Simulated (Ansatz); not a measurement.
Relaxation of C$_{2}$H$_{4}$F (7 atoms, charge 0, multiplicity 2), to a largest force component of 0.02 eV/Å in at most 40 steps.

These are results of UKS PBE-D4/6-31G* in Ansatz, not measurements.

```xyz
7
Properties=species:S:1:pos:R:3
C -0.508 0.301 -0.116
C 0.673 -0.441 0.065
F 1.072 -0.815 1.270
H -1.188 -0.195 -0.757
H -0.326 1.290 -0.633
H -1.033 0.571 0.833
H 1.371 -0.780 -0.706
```

**Question.** Where does it end, and by what steps?

**Answer.** The forces met the threshold. After 11 steps the energy has fallen by 0.285 eV; F3 moved furthest, 0.52 Å.

```json
{"step": "0", "energy less start (eV)": "0.0000", "largest force component (eV/Å)": "2.877", "accepted": "yes"}
{"step": "1", "energy less start (eV)": "-0.1790", "largest force component (eV/Å)": "1.145", "accepted": "yes"}
{"step": "2", "energy less start (eV)": "-0.2004", "largest force component (eV/Å)": "0.630", "accepted": "yes"}
{"step": "3", "energy less start (eV)": "-0.2174", "largest force component (eV/Å)": "0.128", "accepted": "yes"}
{"step": "4", "energy less start (eV)": "-0.2410", "largest force component (eV/Å)": "0.355", "accepted": "yes"}
{"step": "5", "energy less start (eV)": "-0.2536", "largest force component (eV/Å)": "0.246", "accepted": "yes"}
{"step": "6", "energy less start (eV)": "-0.2336", "largest force component (eV/Å)": "1.224", "accepted": "no"}
{"step": "7", "energy less start (eV)": "-0.2698", "largest force component (eV/Å)": "0.143", "accepted": "yes"}
{"step": "8", "energy less start (eV)": "-0.2802", "largest force component (eV/Å)": "0.068", "accepted": "yes"}
{"step": "9", "energy less start (eV)": "-0.2839", "largest force component (eV/Å)": "0.086", "accepted": "yes"}
{"step": "10", "energy less start (eV)": "-0.2780", "largest force component (eV/Å)": "0.272", "accepted": "no"}
{"step": "11", "energy less start (eV)": "-0.2849", "largest force component (eV/Å)": "0.018", "accepted": "yes"}
```

```xyz
7
Properties=species:S:1:pos:R:3
C -0.538 0.306 -0.120
C 0.606 -0.611 0.103
F 1.344 -0.373 1.222
H -1.132 -0.035 -0.984
H -0.219 1.353 -0.323
H -1.199 0.338 0.766
H 1.199 -1.045 -0.711
```

The run took 21 s on 1 thread of Arm Neoverse V1, with other jobs on the host, peak memory 0.11 GiB.
